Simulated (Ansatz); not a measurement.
# P₂HF (singlet): correlated methods under varied settings at a displaced geometry (v2)

Aim: run P₂HF (singlet) at one geometry under a spread of methods and options, and see what each costs and gives.

Method: the settings change from run to run; program: Ansatz 0.2.0, Gaussian basis.

16 further runs of the same task are left out: 6 for a known fault of the program, 4 that didn't finish, 6 set aside as unsound or not needed.

## 1. The system

The geometry is a PBE0/def2-TZVP stationary point (not a proven minimum) with its atoms shifted at random (size 0.100 Å).

4 atoms, charge 0, spin multiplicity 1.

Atoms are counted from 1 here; the program's logs count them from 0.

Bond lengths: F1–P2 1.588 Å, P2–P3 1.911 Å, P2–H4 1.342 Å. Angles: F1–P2–P3 129.1°, F1–P2–H4 93.9°, P3–P2–H4 134.7°.

Coordinates:

```xyz
4
FHP2
F     0.0957   -0.4557    1.7004
P    -0.0691    0.4004    0.3731
P     0.0075   -0.1721   -1.4487
H     0.0906    1.5753    1.0016
```

## 2. HF/cc-pVDZ

Input file in.yaml:

```yaml
crystal:
  periodic: [false, false, false]
  atoms:
    - {symbol: F, position_ang: [0.095731, -0.455750, 1.700430]}
    - {symbol: P, position_ang: [-0.069143, 0.400407, 0.373081]}
    - {symbol: P, position_ang: [0.007477, -0.172127, -1.448668]}
    - {symbol: H, position_ang: [0.090586, 1.575291, 1.001587]}
basis:
  gaussian: {orbitals: cc-pVDZ}
magnetization: {spin_polarized: false}
hamiltonian: {xc: hf}
output: {forces: true, orbitals: {seedname: orbitals}}
```

The run is started by

```bash
$ ansatz run in.yaml --threads 1 --pin off --events-out ev --progress --plain --max-ram 2393MiB
```

Log:

```text
Functional definition: HF
  name "HF"
  cite "Fock, Z. Phys. 61, 126 (1930) doi:10.1007/BF01340294"
  parent pbe
  exchange = exact_x
  correlation = 0
556 factors; integrals over basis functions are off by at most 1.0e-3 eV
mean field evaluation 1: about -21262.6885 eV, gradient 2.4e1 eV
mean field evaluation 2: about -21262.7307 eV, gradient 2.4e1 eV
mean field evaluation 4: about -21264.1911 eV, gradient 2.2e0 eV
mean field evaluation 8: about -21264.2447 eV, gradient 4.7e-1 eV
mean field -21264.24954850 eV, -781.4467574812 hartree, gradient 2.4e-5 eV, S^2 0.000000; 0 other end points of the search recorded, 0 dependent functions left out
the calculation of the forces begins
reference -21264.24954850 eV, -781.4467574812 hartree; 20, 20 occupied and 35, 35 virtual orbitals, 556 factors
Total energy: -21264.24954850 eV, -781.4467574812 hartree
Atom 0 at     0.095731    -0.455750     1.700430 Å, force    -0.032679    -0.796635     0.722735 eV/Å
Atom 1 at    -0.069143     0.400407     0.373081 Å, force     0.125253    -0.972496    -1.421808 eV/Å
Atom 2 at     0.007477    -0.172127    -1.448668 Å, force    -0.125379     0.155601     0.302915 eV/Å
Atom 3 at     0.090586     1.575291     1.001587 Å, force     0.032805     1.613530     0.396158 eV/Å
Dipole moment:     0.000625     0.382684     0.114860 e Å
```

It took 0.64 s on 1 thread of Arm Neoverse V1, shared host.

## 3. MP2 on UHF/STO-3G

Edit in.yaml of step 2 so:

```diff
@@ -8,5 +8,4 @@
 basis:
-  gaussian: {orbitals: cc-pVDZ}
-magnetization: {spin_polarized: false}
-hamiltonian: {xc: hf}
-output: {forces: true, orbitals: {seedname: orbitals}}
+  gaussian: {orbitals: STO-3G}
+magnetization: {spin_polarized: true, initial_magnetization: 0}
+correlation: {method: mp2, electrons: outside_noble_gas}
```

Launched as before.

Log, shortened:

```text
Functional definition: HF
  name "HF"
  cite "Fock, Z. Phys. 61, 126 (1930) doi:10.1007/BF01340294"
  parent pbe
[...]
275 factors; integrals over basis functions are off by at most 2.0e-5 eV
[...]
mean field -21015.35925920 eV, -772.3002080536 hartree, gradient 1.0e-6 eV, S^2 0.398060; 9 other end points of the search recorded, 0 dependent functions left out
11 core orbitals not correlated: weight in the atoms' cores, before any rotation towards them, 1.000 or more for the frozen orbitals, at most 0.000 for the correlated occupied ones
reference -21015.35925920 eV, -772.3002080536 hartree; 9, 9 occupied and 4, 4 virtual orbitals, 275 factors
second order -2.09959996 eV of doubles, -0.00000000 eV of singles
Total energy: -21017.45885916 eV, -772.3773669289 hartree
```

Run time: 0.48 s. Hardware: 1 thread of Arm Neoverse V1, shared host.

From the report: ⟨S²⟩ of the determinant 0.398 (pure singlet: 0.00).

## 4. CISDT/STO-3G

Edit in.yaml of step 3 so:

```diff
@@ -9,3 +9,2 @@
   gaussian: {orbitals: STO-3G}
-magnetization: {spin_polarized: true, initial_magnetization: 0}
-correlation: {method: mp2, electrons: outside_noble_gas}
+correlation: {active_space: {ras: {orbitals: [20, 0, 4], electrons: 40, max_holes: 3, max_particles: 3}, fixed_orbitals: true}}
```

Launched as before.

Log:

```text
Functional definition: HF
  name "HF"
  cite "Fock, Z. Phys. 61, 126 (1930) doi:10.1007/BF01340294"
  parent pbe
  exchange = exact_x
  correlation = 0
275 factors; integrals over basis functions are off by at most 2.0e-5 eV
mean field evaluation 1: about -21011.2216 eV, gradient 2.9e1 eV
mean field evaluation 2: about -21011.2755 eV, gradient 2.9e1 eV
mean field evaluation 4: about -21015.1380 eV, gradient 3.1e0 eV
mean field evaluation 8: about -21015.2945 eV, gradient 5.7e-4 eV
mean field evaluation 16: about -21014.8184 eV, gradient 7.5e0 eV
mean field -21015.29264247 eV, -772.2977599336 hartree, gradient 2.0e-6 eV, S^2 0.000000; 1 other end points of the search recorded, 0 dependent functions left out
reference -21015.29264247 eV, -772.2977599336 hartree; 20, 20 occupied and 4, 4 virtual orbitals, 275 factors
state -21018.49542079 eV, -772.4154598662 hartree
Total energy: -21018.49542079 eV, -772.4154598662 hartree
```

It took 1.1 s on 1 thread of Arm Neoverse V1, shared host.

From the report: 200,361 determinants.

## 5. BCCD(T) on RHF/6-31G*

Edit in.yaml of step 4 so:

```diff
@@ -8,3 +8,6 @@
 basis:
-  gaussian: {orbitals: STO-3G}
-correlation: {active_space: {ras: {orbitals: [20, 0, 4], electrons: 40, max_holes: 3, max_particles: 3}, fixed_orbitals: true}}
+  gaussian: {orbitals: "6-31G*"}
+magnetization: {spin_polarized: false}
+correlation: {method: bccd_t, electrons: outside_noble_gas, diis_vectors: 2}
+scf: {lower_state_search: off}
+output: {forces: true}
```

Launched as before.

Log, shortened:

```text
Functional definition: HF
  name "HF"
  cite "Fock, Z. Phys. 61, 126 (1930) doi:10.1007/BF01340294"
  parent pbe
[...]
493 factors; integrals over basis functions are off by at most 6.9e-4 eV
[...]
mean field -21263.16160463 eV, -781.4067762815 hartree, gradient 6.7e-6 eV, S^2 0.000000; 0 other end points of the search recorded, 0 dependent functions left out; unrestricted orbitals would lower it
11 core orbitals not correlated: weight in the atoms' cores, before any rotation towards them, 1.000 or more for the frozen orbitals, at most 0.000 for the correlated occupied ones
reference -21263.16160463 eV, -781.4067762815 hartree; 9, 9 occupied and 35, 35 virtual orbitals, 493 factors
second order -10.53007432 eV of doubles, -0.00000000 eV of singles
cycle   1  -10.72351744 eV  change   -1.9e-1 eV  update   1.1e-1
[...]
cycle  19  -11.14078843 eV  change    5.2e-7 eV  update   1.7e-6
perturbative correction -0.46914031 eV, -0.0172405882 hartree
[...]
Total energy: -21274.77153336 eV, -781.8334332930 hartree
Atom 0 at     0.095731    -0.455750     1.700430 Å, force    -0.023437    -0.849438     0.974921 eV/Å
Atom 1 at    -0.069143     0.400407     0.373081 Å, force     0.079227    -0.975653    -1.057994 eV/Å
Atom 2 at     0.007477    -0.172127    -1.448668 Å, force    -0.114401    -0.035522    -0.482830 eV/Å
Atom 3 at     0.090586     1.575291     1.001587 Å, force     0.058610     1.860613     0.565902 eV/Å
Dipole moment:     0.000948     0.354183     0.157163 e Å
Checks for a lower state left out: starts, cluster_reference, orbital_swaps, neighbouring_geometries, increment
```

Wall time 3.8 s (1 thread of Arm Neoverse V1, shared host).

From the report: correlation -11.6099 eV; largest double amplitude 0.13.

## 6. MP2 on UHF/cc-pVDZ

Input file in.yaml:

```yaml
crystal:
  periodic: [false, false, false]
  atoms:
    - {symbol: F, position_ang: [0.095731, -0.455750, 1.700430]}
    - {symbol: P, position_ang: [-0.069143, 0.400407, 0.373081]}
    - {symbol: P, position_ang: [0.007477, -0.172127, -1.448668]}
    - {symbol: H, position_ang: [0.090586, 1.575291, 1.001587]}
basis:
  gaussian: {orbitals: cc-pVDZ, point_charges: [{charge: 0.50, position_ang: [5.051, -0.377, 0.995]}]}
magnetization: {spin_polarized: true, initial_magnetization: 0}
hamiltonian: {pseudopotentials: {relativity: scalar}}
correlation: {method: mp2, electrons: outside_noble_gas}
accuracy: high
```

The command is unchanged.

Log, shortened:

```text
Functional definition: HF
  name "HF"
  cite "Fock, Z. Phys. 61, 126 (1930) doi:10.1007/BF01340294"
  parent pbe
[...]
1145 factors; integrals over basis functions are off by at most 3.4e-9 eV
[...]
mean field -21306.12851457 eV, -782.9857810980 hartree, gradient 8.4e-8 eV, S^2 0.173423; 5 other end points of the search recorded, 0 dependent functions left out
11 core orbitals not correlated: weight in the atoms' cores, before any rotation towards them, 1.000 or more for the frozen orbitals, at most 0.000 for the correlated occupied ones
reference -21306.12851457 eV, -782.9857810980 hartree; 9, 9 occupied and 35, 35 virtual orbitals, 1145 factors
second order -11.21187082 eV of doubles, -0.00000000 eV of singles
Total energy: -21317.34038540 eV, -783.3978097510 hartree
Relativity: scalar
```

Run time: 3.2 s. Hardware: 1 thread of Arm Neoverse V1, shared host.

From the report: ⟨S²⟩ of the determinant 0.173 (pure singlet: 0.00).

## 7. BCCD on UHF/def2-SVP

Input file in.yaml:

```yaml
crystal:
  periodic: [false, false, false]
  atoms:
    - {symbol: F, position_ang: [0.095731, -0.455750, 1.700430]}
    - {symbol: P, position_ang: [-0.069143, 0.400407, 0.373081]}
    - {symbol: P, position_ang: [0.007477, -0.172127, -1.448668]}
    - {symbol: H, position_ang: [0.090586, 1.575291, 1.001587]}
basis:
  gaussian: {orbitals: def2-SVP, point_charges: [{charge: 0.50, position_ang: [3.467, -0.610, -0.888]}]}
magnetization: {spin_polarized: true, initial_magnetization: 0}
correlation: {method: bccd, electrons: outside_noble_gas}
```

Launched as before.

Log, shortened:

```text
Functional definition: HF
  name "HF"
  cite "Fock, Z. Phys. 61, 126 (1930) doi:10.1007/BF01340294"
  parent pbe
[...]
497 factors; integrals over basis functions are off by at most 1.1e-3 eV
[...]
mean field -21256.09582664 eV, -781.1471137299 hartree, gradient 2.5e-6 eV, S^2 0.195915; 7 other end points of the search recorded, 0 dependent functions left out
determinant -21256.09582664 eV, -781.1471137299 hartree, with singles and doubles -21268.05756598 eV, -781.5866995426 hartree
determinant -21254.72141767 eV, -781.0966051316 hartree, with singles and doubles -21265.91642260 eV, -781.5080139747 hartree
11 core orbitals not correlated: weight in the atoms' cores, before any rotation towards them, 1.000 or more for the frozen orbitals, at most 0.000 for the correlated occupied ones
reference -21256.09582664 eV, -781.1471137299 hartree; 9, 9 occupied and 35, 35 virtual orbitals, 497 factors
second order -11.07690575 eV of doubles, -0.00000000 eV of singles
cycle   1  -11.92917218 eV  change    3.3e-2 eV  update   3.0e-2
[...]
cycle  13  -11.94065641 eV  change   -1.6e-5 eV  update   2.1e-5
Total energy: -21268.03648305 eV, -781.5859247592 hartree
```

It took 6.5 s on 1 thread of Arm Neoverse V1, shared host.

From the report: ⟨S²⟩ of the determinant 0.196 (pure singlet: 0.00); correlation -11.9407 eV; largest double amplitude 0.13.

## 8. The runs in one table

```
                                                     level         correlated  functions  energy (eV)    time
                                                HF/cc-pVDZ                            55  -21264.2495  0.64 s
                                         MP2 on UHF/STO-3G  outside noble gas         24  -21017.4589  0.48 s
                                              CISDT/STO-3G                all         24  -21018.4954   1.1 s
                                     BCCD(T) on RHF/6-31G*  outside noble gas         55  -21274.7715   3.8 s
MP2 on UHF/cc-pVDZ (beside a point charge, relativity set)  outside noble gas         55  -21317.3404   3.2 s
              BCCD on UHF/def2-SVP (beside a point charge)  outside noble gas         55  -21268.0365   6.5 s
```

## 9. Outcome

| quantity | value |
| --- | --- |
| runs | 6 |
| quickest | MP2 on UHF/STO-3G, 0.48 s |
| slowest | BCCD on UHF/def2-SVP (beside a point charge), 6.5 s |

In words: Total energies in different bases, with other cores or another treatment of relativity can't be set against each other. BCCD on UHF/def2-SVP (beside a point charge) took 14 times as long as MP2 on UHF/STO-3G; the jobs differ in more than the method.
